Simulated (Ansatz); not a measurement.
A made-up structure of CH3N, closed shell:

```csv
atom,x (Å),y (Å),z (Å)
C1,0.6232,0.6543,-0.2259
N2,-0.0372,-0.3865,0.0380
H3,-1.0170,-0.3996,0.3215
H4,0.4250,-1.2931,-0.0313
H5,0.0245,1.5219,-0.1145
```

It is relaxed with PBE-D4/def2-SVP and then PBE0-D4/def2-TZVP (Ansatz 0.2.0). Atoms count as bonded within 1.22 times the sum of their covalent radii (H–H: 0.88 Å). The end point is not checked to be a true minimum.

Question: Does its bonding change? (A judgement: the text doesn't fix the answer.)

Answer: The calculation gives: No: no bond forms or breaks.

Where it ends: The first stage lowers the energy by 0.20 eV in 5 steps. It ends as CH₃N ([CH][NH2]):
```xyz
5
angstrom
C 0.6709 0.6686 -0.2407
N -0.0328 -0.3911 0.0370
H -1.0111 -0.4112 0.3207
H 0.3973 -1.3049 -0.0225
H -0.0058 1.5355 -0.1067
```

Labels in which every atom is bracketed show which atoms are joined, not bond orders.

For scale, one of the runs: PBE0-D4/def2-TZVP relaxation, 80 basis functions, launched by `ansatz run in.yaml --threads 2 --pin off --events-out ev --progress --plain --max-ram 4352MiB`. Hardware: 2 CPU threads of an Arm Neoverse V2, shared host. Wall time about 4.7 s.
